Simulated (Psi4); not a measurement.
# CH5BS (BH2(SMe)): a chain of runs

Aim: a geometry optimisation (B3LYP/6-31G*), then vibrational wavenumbers, then a single-point energy (CCSD(T)/cc-pVDZ), then the vertical excitations (TD-B3LYP/6-31G*) of CH5BS (BH2(SMe)). 

The results are computed with Psi4 1.11.

## (1) Starting point

The species is CH5BS (8 atoms), meant as a singlet with charge 0. As SMILES, `[H]B([H])SC`. Geometry: relaxed at GFN2-xTB. The run starts from this shape.

Bond lengths: B1–S4 1.743 Å, S4–C5 1.831 Å, B1–H2 1.168 Å, B1–H3 1.166 Å, C5–H6 1.084 Å, C5–H7 1.084 Å, C5–H8 1.086 Å. Angles: B1–S4–C5 104.6°, H2–B1–S4 120.5°, H3–B1–S4 116.7°, S4–C5–H6 110.1°, S4–C5–H7 107.5°, S4–C5–H8 108.6°, H2–B1–H3 122.8°, H6–C5–H7 110.4°, H6–C5–H8 110.4°, H7–C5–H8 109.8°.

## (2) A geometry optimisation at B3LYP/6-31G(d) (density fitting, Cartesian functions) (run 1)

job.dat

```
memory 1.6 GB

molecule {
  0 1
  B      0.95397154     2.03432797    -1.96525848
  H      2.63210503     2.11964910    -0.53318623
  H      0.87152279     3.28062124    -3.78158764
  S     -1.55664300    -0.03966535    -1.47665089
  C     -0.81545462    -1.61751108     1.51210215
  H      1.21297740    -1.68556011     1.78769981
  H     -1.58859827    -3.51279300     1.41706783
  H     -1.70986199    -0.57906878     3.03979455
  units bohr
  symmetry c1
}

set {
  basis 6-31G*
  reference rks
  geom_maxiter 60
}

e, wfn = optimize('b3lyp', return_wfn=True)
```

Run with:

```console
$ psi4 -n 1 job.dat job.out
```

job.out:

```text
[...]
  Running in c1 symmetry.
[...]
  Nuclear repulsion =   94.630001555680394
[...]
  Multiplicity = 1
[...]
  Nalpha       = 16
  Nbeta        = 16
[...]
    Number of basis functions: 59
[...]
   @DF-RKS iter   1:  -464.01524252318796   -3.62563e-01   8.80763e-03 DIIS/ADIIS
[...]
   @DF-RKS iter   7:  -464.17177082131724   -6.82121e-13   5.33629e-09 DIIS
[...]
  @DF-RKS Final Energy:  -464.17177082131724
   => Energetics <=
    Nuclear Repulsion Energy =             93.5383199164195389
    One-Electron Energy =                -822.7684581193451550
    Two-Electron Energy =                 294.9280096702499350
    DFT Exchange-Correlation Energy =     -29.8696422886414901
    Empirical Dispersion Energy =           0.0000000000000000
    VV10 Nonlocal Energy =                  0.0000000000000000
    Total Energy =                       -464.1717708213172386
[...]
  -Total Gradient:
     Atom            X                  Y                   Z
    ------   -----------------  -----------------  -----------------
       1        0.000014762279     0.000007229947     0.000000889527
       2       -0.000019563779    -0.000027915539     0.000008575398
       3       -0.000041324991    -0.000005535714     0.000005936079
       4        0.000058672856     0.000005568777    -0.000009969633
       5       -0.000021070023     0.000017119182    -0.000018536303
       6        0.000000016939    -0.000005913299     0.000009520836
       7       -0.000001632559     0.000002351620     0.000004184382
       8       -0.000004000615    -0.000007813929     0.000011759675
[...]
```

Standard output:

```text
Optimizer: Optimization complete!
```

Run time: 24 s. Hardware: 1 thread of Intel Xeon 6975P-C (Granite Rapids), shared host; peak memory 0.52 GiB.

Steps, from the record of the run:

| step | energy from the first frame kept (eV) | largest force (eV/Å) |
| --- | --- | --- |
| 0 | 0.0000 | 0.6734 |
| 1 | -0.0336 | 0.1277 |
| 2 | -0.0306 | 0.3016 |
| 3 | -0.0362 | 0.0630 |
| 4 | -0.0375 | 0.0820 |
| 5 | -0.0386 | 0.0488 |
| 6 | -0.0386 | 0.0120 |
| 7 | -0.0387 | 0.0031 |

After the run. Bond lengths: B1–S4 1.770 Å, S4–C5 1.841 Å, B1–H2 1.193 Å, B1–H3 1.192 Å, C5–H6 1.091 Å, C5–H7 1.092 Å, C5–H8 1.092 Å. Angles: B1–S4–C5 105.7°, H2–B1–S4 121.3°, H3–B1–S4 116.0°, S4–C5–H6 110.2°, S4–C5–H7 109.0°, S4–C5–H8 109.0°, H2–B1–H3 122.7°, H6–C5–H7 109.8°, H6–C5–H8 109.8°, H7–C5–H8 109.2°.

## (3) The harmonic vibrations at B3LYP/6-31G(d) (density fitting, Cartesian functions) (run 2)

input.in

```
memory 1.6 GB

molecule mol {
  B      0.594337     0.955772    -1.158605
  H      1.603947     0.839452    -0.533771
  H      0.505354     1.667495    -2.110336
  S     -0.870267     0.067385    -0.713809
  C     -0.418788    -0.924967     0.769323
  H      0.623851    -0.747312     1.037638
  H     -0.567962    -1.983963     0.546835
  H     -1.068182    -0.638053     1.599519
}

set globals {
  t 400.0
  rotational_symmetry_number 1
}

e_tot = frequencies("b3lyp/6-31G*")
```

Run with:

```console
$ psi4 input.in input.out -n 1
```

input.out:

```text
[...]
  Running in c1 symmetry.
[...]
  Nuclear repulsion =   93.538319893334744
[...]
  Multiplicity = 1
[...]
  Nalpha       = 16
  Nbeta        = 16
[...]
    Number of basis functions: 59
[...]
   @DF-RKS iter   1:  -464.02507462397722   -4.23368e-01   8.59031e-03 ADIIS/DIIS
[...]
   @DF-RKS iter  11:  -464.17176905247032   -1.30740e-12   2.68242e-09 DIIS
[...]
  @DF-RKS Final Energy:  -464.17176905247032
   => Energetics <=
    Nuclear Repulsion Energy =             93.5449542495731805
    One-Electron Energy =                -822.7809356919054835
    Two-Electron Energy =                 294.9343621545710903
    DFT Exchange-Correlation Energy =     -29.8701497647090939
    Empirical Dispersion Energy =           0.0000000000000000
    VV10 Nonlocal Energy =                  0.0000000000000000
    Total Energy =                       -464.1717690524703244
[...]
  -Total Gradient:
     Atom            X                  Y                   Z
    ------   -----------------  -----------------  -----------------
       1        0.000011415623     0.000016311294     0.000004214703
       2       -0.000020785375    -0.000024748568     0.000011072424
       3       -0.000037702285    -0.000012812117    -0.000000502763
       4        0.000038097871     0.000090998912     0.000045099948
       5       -0.000499245321     0.000033154476     0.000502721370
       6        0.000019095564    -0.000040652294    -0.000026614818
       7        0.000017898327     0.000232009398     0.000245078698
       8        0.000457132295    -0.000309125107    -0.000768782985
[...]
  ==> Harmonic Vibrational Analysis <==
[...]
  Freq [cm^-1]                 63.8941             294.1320            457.3865
[...]
  Freq [cm^-1]                 685.7234            804.8814            836.3033
[...]
```

On the terminal:

```text
Warning: used thermodynamics relations inappropriate for low-frequency modes: ['63.8941' '294.1320' '457.3865']
```

Run time: 2.4 min. Hardware: 1 thread of Intel Xeon 6975P-C (Granite Rapids), shared host; peak memory 0.51 GiB.

## (4) The energy at CCSD(T)/cc-pVDZ (run 3)

job.in

```
memory 1.6 GB

molecule {
  0 1
  B
  H 1 1.193005
  H 1 1.191746 2 122.66208
  S 1 1.769785 3 116.02124 2 -179.99867
  C 4 1.840727 1 105.67284 3 -179.96723
  H 5 1.091169 4 110.16453 1 0.09995
  H 5 1.092349 6 109.78023 2 119.87592
  H 5 1.092363 6 109.77946 7 120.00185
  units angstrom
}

set {
  scf_type pk
  freeze_core true
}

e_tot = energy('ccsd(t)/cc-pVDZ')
```

Run with:

```console
$ psi4 job.in job.out -n 1
```

job.out:

```text
[...]
  Running in c1 symmetry.
[...]
  Nuclear repulsion =   93.538329234207552
[...]
  Multiplicity = 1
[...]
  Nalpha       = 16
  Nbeta        = 16
[...]
    Number of basis functions: 71
[...]
   @RHF iter   1:  -462.96474064031270   -6.98693e-01   3.08904e-03 ADIIS/DIIS
[...]
   @RHF iter  12:  -463.00857232295209   -1.59162e-12   2.17693e-09 DIIS
[...]
  @RHF Final Energy:  -463.00857232295209
   => Energetics <=
    Nuclear Repulsion Energy =             93.5383292342075521
    One-Electron Energy =                -822.4815020628589082
    Two-Electron Energy =                 265.9346005056992226
    Total Energy =                       -463.0085723229520909
[...]
 Multipole Moments:
 ------------------------------------------------------------------------------------
     Multipole            Electronic (a.u.)      Nuclear  (a.u.)        Total (a.u.)
 ------------------------------------------------------------------------------------
 L = 1.  Multiply by 2.5417464519 to convert [e a0] to [Debye]
 Dipole X            :          0.0021188           -0.0024758           -0.0003570
 Dipole Y            :          1.7675975           -2.1909990           -0.4234015
 Dipole Z            :         -3.0736749            3.5596071            0.4859322
 Magnitude           :                                                    0.6445146
[...]
      * MP2 total energy                      = -463.376429712927120
[...]
      * CCSD total energy                     = -463.422421211553569
[...]
      * CCSD(T) total energy                  = -463.435038397504343
[...]
```

Run time: 9.6 s. Hardware: 1 thread of Intel Xeon 6975P-C (Granite Rapids), shared host; peak memory 0.42 GiB.

## (5) The vertical excitations at TD-B3LYP/6-31G(d) (density fitting, Cartesian functions, save jk yes) (run 4)

ch5bs.dat

```
memory 1600 MB

molecule geom {
  0 1
  B      0.594337     0.955772    -1.158605
  H      1.603947     0.839452    -0.533771
  H      0.505354     1.667495    -2.110336
  S     -0.870267     0.067385    -0.713809
  C     -0.418788    -0.924967     0.769323
  H      0.623851    -0.747312     1.037638
  H     -0.567962    -1.983963     0.546835
  H     -1.068182    -0.638053     1.599519
  symmetry c1
}

set {
  basis   6-31G*
  save_jk true
}

from psi4.driver.procrouting.response.scf_response import tdscf_excitations
e_tot, wfn = energy('b3lyp', return_wfn=True)
states = tdscf_excitations(wfn, states=6, tda=False)
print_variables()
```

Run with:

```console
$ psi4 ch5bs.dat ch5bs.out -n 1
```

ch5bs.out:

```text
[...]
  Running in c1 symmetry.
[...]
  Nuclear repulsion =   93.538319893334744
[...]
  Multiplicity = 1
[...]
  Nalpha       = 16
  Nbeta        = 16
[...]
    Number of basis functions: 59
[...]
   @DF-RKS iter   1:  -464.02507462419175   -4.23368e-01   8.59031e-03 ADIIS/DIIS
[...]
   @DF-RKS iter   8:  -464.17177081976632   -7.04449e-08   7.01877e-07 DIIS
[...]
  @DF-RKS Final Energy:  -464.17177081976632
   => Energetics <=
    Nuclear Repulsion Energy =             93.5383198933347444
    One-Electron Energy =                -822.7683790467907556
    Two-Electron Energy =                 294.9279205542367208
    DFT Exchange-Correlation Energy =     -29.8696322205469507
    Empirical Dispersion Energy =           0.0000000000000000
    VV10 Nonlocal Energy =                  0.0000000000000000
    Total Energy =                       -464.1717708197663228
[...]
 Multipole Moments:
 ------------------------------------------------------------------------------------
     Multipole            Electronic (a.u.)      Nuclear  (a.u.)        Total (a.u.)
 ------------------------------------------------------------------------------------
 L = 1.  Multiply by 2.5417464519 to convert [e a0] to [Debye]
 Dipole X            :         -1.8999915            2.0174022            0.1174107
 Dipole Y            :          1.3785334           -1.7625142           -0.3839808
 Dipole Z            :         -2.6618456            3.2085693            0.5467237
 Magnitude           :                                                    0.6783313
[...]
                                    Excitation Energy         Total Energy        Oscillator Strength             Rotatory Strength
[...]
Excited State    1 (1 A):   0.22434 au   203.10 nm f = 0.0016
[...]
Excited State    3 (1 A):   0.25160 au   181.09 nm f = 0.0006
[...]
```

Run time: 14 s. Hardware: 1 thread of Intel Xeon 6975P-C (Granite Rapids), shared host; peak memory 0.48 GiB.

The roots found:

| excited state | energy (eV) | strength | label |
| --- | --- | --- | --- |
| 1 | 6.105 | 0.0016 | A 1 |
| 2 | 6.233 | 0.1556 | A 1 |
| 3 | 6.846 | 0.0006 | A 1 |
| 4 | 7.190 | 0.0001 | A 1 |
| 5 | 8.416 | 0.0851 | A 1 |
| 6 | 8.454 | 0.0091 | A 1 |

## (6) Results

```
                                                                   quantity             value
                               run 1, B3LYP/6-31G*: total energy at the end     -464.17177 Eh
                                         run 1, B3LYP/6-31G*: dipole moment            1.72 D
                                           run 1, B3LYP/6-31G*: HOMO energy          -7.44 eV
                                           run 1, B3LYP/6-31G*: LUMO energy          -0.89 eV
                                         run 1, B3LYP/6-31G*: HOMO–LUMO gap           6.55 eV
                            run 2, B3LYP/6-31G*: lowest harmonic wavenumber           64 cm⁻¹
                           run 2, B3LYP/6-31G*: highest harmonic wavenumber         3180 cm⁻¹
                                     run 2, B3LYP/6-31G*: zero-point energy      158.4 kJ/mol
run 2, B3LYP/6-31G*: ideal-gas entropy at 400 K (symmetry number 1 as used)  74.6 cal/(mol K)
                                       run 3, CCSD(T)/cc-pVDZ: total energy     -463.43504 Eh
                run 3, CCSD(T)/cc-pVDZ: HOMO energy (Hartree–Fock orbitals)         -10.28 eV
                run 3, CCSD(T)/cc-pVDZ: LUMO energy (Hartree–Fock orbitals)           2.64 eV
              run 3, CCSD(T)/cc-pVDZ: HOMO–LUMO gap (Hartree–Fock orbitals)          12.92 eV
        run 3, CCSD(T)/cc-pVDZ: correlation energy (7 core orbitals frozen)        -426.5 mEh
                                     run 3, CCSD(T)/cc-pVDZ: (T) correction        -12.62 mEh
                                      run 3, CCSD(T)/cc-pVDZ: T1 diagnostic             0.015
                  run 4, TD-B3LYP/6-31G*: ground-state or mean-field energy     -464.17177 Eh
            run 4, TD-B3LYP/6-31G*: dipole moment (B3LYP Kohn–Sham density)            1.72 D
             run 4, TD-B3LYP/6-31G*: HOMO energy (B3LYP Kohn–Sham orbitals)          -7.44 eV
             run 4, TD-B3LYP/6-31G*: LUMO energy (B3LYP Kohn–Sham orbitals)          -0.89 eV
           run 4, TD-B3LYP/6-31G*: HOMO–LUMO gap (B3LYP Kohn–Sham orbitals)           6.55 eV
                           run 4, TD-B3LYP/6-31G*: lowest excitation energy           6.10 eV
```

The optimisation (run 1, B3LYP/6-31G*) took 8 steps and changed the energy by -0.039 eV. All 18 modes (run 2, B3LYP/6-31G*) are real, so the shape is a minimum at this level. The triples (run 3, CCSD(T)/cc-pVDZ) make up 3.0 % of the correlation energy. The brightest of the 6 transitions from the ground state lies at 6.23 eV (199 nm, f = 0.156); the lowest, at 6.10 eV, has f = 0.002. The basis has no diffuse functions, so Rydberg states are missing or pushed up, and the true lowest state may lie lower. Roots above 7.4 eV lie over the negative of the HOMO energy, where those of Rydberg kind are poorly described; valence roots are less touched.
